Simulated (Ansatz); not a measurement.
Problem. Name a neutral molecule of C, F, O and H with HOMO energy (ωB97M-V/def2-TZVPP) between -9.05 and -8.75 eV and HOMO energy (PBE/def2-TZVPP) between -5.55 and -5.25 eV (Ansatz, PBE0-D4/def2-TZVP geometry).

Solution. `C/C=C(\F)OC` (-8.85 eV, -5.40 eV); `O/C=C\F` (-9.05 eV, -5.46 eV); `C=C=C(O)F` (-8.96 eV, -5.45 eV); `CO/C=C/F` (-8.88 eV, -5.33 eV); `CC/C=C(/O)F` (-8.80 eV, -5.32 eV); `C=C(O)OCF` (-8.91 eV, -5.41 eV). Other molecules can fit too; these were computed, each in one conformer that needn't be the lowest.
